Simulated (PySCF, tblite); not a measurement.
Isomers of C4H9S (doublet state), one GFN2-xTB conformer each. Single-point energies are computed at B3LYP/pcH-1 (PySCF, gas phase, no added dispersion term), electronic only. GFN2-xTB treats the open shell by occupation alone, and not every SCF solution was tested for stability.

```csv
SMILES,GFN2-xTB relative energy (kcal/mol)
[CH2]CSCC,16.3
CC[C](C)S,0.0
```

Conformers: `[CH2:1][CH2:2][S:3][CH2:4][CH3:5]` (doublet state) with H–C1–C2–S3 -89° and 78°, C1–C2–S3–C4 70°, C2–S3–C4–C5 76°; `[CH3:1][CH2:2][C:3]([CH3:4])[SH:5]` (doublet state) with C1–C2–C3–C4 -82°, C2–C3–S5–H 30°.

Q: What does B3LYP/pcH-1 give for the same structures?

A: 
```tsv
SMILES	B3LYP/pcH-1 E (Eh)	B3LYP/pcH-1 (kcal/mol)	GFN2-xTB (kcal/mol)	point group
CC[C](C)S	-556.01221	0.0	0.0	C1
[CH2]CSCC	-555.99612	10.1	16.3	–
```

Both levels put the same isomer lowest. As drawn, the lower has an S–H bond, which the higher lacks.

Q: What happens when harmonic zero-point energies from GFN2-xTB frequencies are added?

A: 
| SMILES | ZPE (kcal/mol) | electronic (kcal/mol) | with ZPE (kcal/mol) |
| --- | --- | --- | --- |
| CC[C](C)S | 72.6 | 0.0 | 0.0 |
| [CH2]CSCC | 72.8 | 10.1 | 10.3 |

The zero-point energies span 0.2 kcal/mol. The order is unchanged.

Q: As an exercise, what shares would exp(−E/RT) give at 2000 K from these electronic energies alone (no entropy, no degeneracies)?

A: RT = 3.974 kcal/mol: CC[C](C)S 92.7 %, [CH2]CSCC 7.3 %.
